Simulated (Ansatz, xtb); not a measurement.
# C2H3FOS: which of two isomers lies lower

We compare I, `F[C@@]1(S)CO1`, a singlet, with II, `F[C@@H]1O[C@H]1S`, a singlet. Both are isolated molecules in the gas phase, relaxed with r2SCAN-D4/def2-SVP; the shapes shown needn't be the lowest conformers.

I (Å):

```xyz
8

C     0.9222   -1.8119    0.1647
C     0.6497   -0.4061    0.4415
F     0.6015   -2.3069   -1.0571
O    -0.1741   -1.4913    0.9318
S     2.3213   -2.6576    0.9085
H     1.6970   -3.8569    0.9541
H     0.1915    0.1925   -0.3556
H     1.2194    0.1328    1.2092
```

II (Å):

```yaml
atoms:
  - { symbol: C, position_ang: [0.3549, -2.2829, -0.1539] }
  - { symbol: C, position_ang: [0.9641, -1.1123, 0.4716] }
  - { symbol: F, position_ang: [-0.6346, -2.1044, -1.0564] }
  - { symbol: O, position_ang: [0.0341, -1.9855, 1.1532] }
  - { symbol: S, position_ang: [2.6881, -1.1340, 0.9421] }
  - { symbol: H, position_ang: [0.8989, -3.2194, -0.3439] }
  - { symbol: H, position_ang: [0.5407, -0.1299, 0.2253] }
  - { symbol: H, position_ang: [2.5675, -0.2297, 1.9398] }
```

Quicker runs give these differences E(II) − E(I): GFN2-xTB −0.64 kcal/mol; HF/STO-3G +2.50 kcal/mol (at GFN2-xTB geometries); r2SCAN-D4/def2-SVP//GFN2-xTB −0.95 kcal/mol.

Problem. Which of the two would you expect CCSD(T)/def2-SVP + ΔMP2/def2-TZVPP electronic energies to favour?

Solution. CCSD(T)/def2-SVP + ΔMP2/def2-TZVPP gives E(II) − E(I) = −1.63 kcal/mol, slightly favouring structure II, which is too small a margin to settle the true order.

The same difference at several levels:

```tsv
level	geometry	E(II) − E(I) (kcal/mol)	departure from the last row (kcal/mol)	job, with rough time for the two
GFN2-xTB	GFN2-xTB	−0.64	+0.98	optimisation, 0.38 s
HF/STO-3G	GFN2-xTB	+2.50	+4.12	single point, 1.2 s
r2SCAN-D4/def2-SVP//GFN2-xTB	GFN2-xTB	−0.95	+0.68	single point, 7.2 s
r2SCAN-D4/def2-SVP	r2SCAN-D4/def2-SVP	−1.15	+0.48	optimisation, 76 s
HF/def2-SVP	r2SCAN-D4/def2-SVP	−1.74	−0.11	part of the CCSD(T) run
MP2/def2-SVP	r2SCAN-D4/def2-SVP	−1.06	+0.56	part of the CCSD(T) run
CCSD(T)/def2-SVP	r2SCAN-D4/def2-SVP	−1.01	+0.61	single point
CCSD(T)/def2-SVP + ΔMP2/def2-TZVPP	r2SCAN-D4/def2-SVP	−1.63		single point, 53 s
```

As drawn, both hold the same kinds of bond in the same numbers.

HF/STO-3G puts the two in the other order. The largest departure from CCSD(T)/def2-SVP + ΔMP2/def2-TZVPP is that of HF/STO-3G, 4.12 kcal/mol. The last row adds to CCSD(T) the change of the MP2 difference between the two basis sets, here −0.61 kcal/mol.

With harmonic frequencies from r2SCAN-D4/def2-SVP (ideal gas, rigid rotor, one conformer each, 298.15 K, 1 atm): on the last row, ΔE + ΔZPE = −1.30, ΔH = −1.30, ΔG = −1.39 kcal/mol.

The correlated steps freeze 9 core orbitals. Run with Ansatz 0.2.0, xtb 6.7.1; the last row on 2 threads of Intel(R) Xeon(R) Processor @ 2.50GHz (Skylake/Cascade Lake) on a shared host.
